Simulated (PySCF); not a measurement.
How good is the calculation?

Numbering as in the mapped SMILES `[CH3:1][N:2]=[PH3:3]`. Each H is labelled by its parent atom.

Published values to compare with: δ ¹⁵N N2 -388.8; δ ³¹P P3 170.7 ppm (CCSD(T)/cc-pVQZ; gas (isolated, no vibration); M. Maurer, PhD thesis, LMU Munich (Maurer, Ochsenfeld, JCTC 2015 SI; set of Flaig et al., JCTC 2014, 10, 572)).

Non-relativistic Hamiltonian, a single conformation, fast rotation and ring inversion assumed for equivalent nuclei, no solvent. Geometry: GFN2-xTB; shieldings: GIAO PBE0/pcSseg-1; PySCF 2.14.

Q: What does the calculation give, and how does it compare?

A: 
Reference values: CCSD(T)/cc-pVQZ (gas (isolated, no vibration); M. Maurer, PhD thesis, LMU Munich (Maurer, Ochsenfeld, JCTC 2015 SI; set of Flaig et al., JCTC 2014, 10, 572)).
```tsv
atoms	quantity	reference	computed	computed, scaled
N2	δ ¹⁵N vs CH3NO2 (same level)	-388.8	–	-384.7
P3	δ ³¹P vs PH3 (same level)	170.7	173.9	–
```

Computed shifts are σ(ref) − σ with the named reference compound (TMS for H and C) calculated as an isolated molecule at the same level. The measured values may be among those fitted. Shieldings were converted by a linear fit to measured shifts: ³¹P (scatter 18.1 ppm rms vs H3PO4, solution or neat liquid); ¹⁵N (scatter 6.3 ppm rms vs CH3NO2, solution or neat liquid). Occasional misses reach two or three times the rms, and more in compound classes unlike the fitted ones.
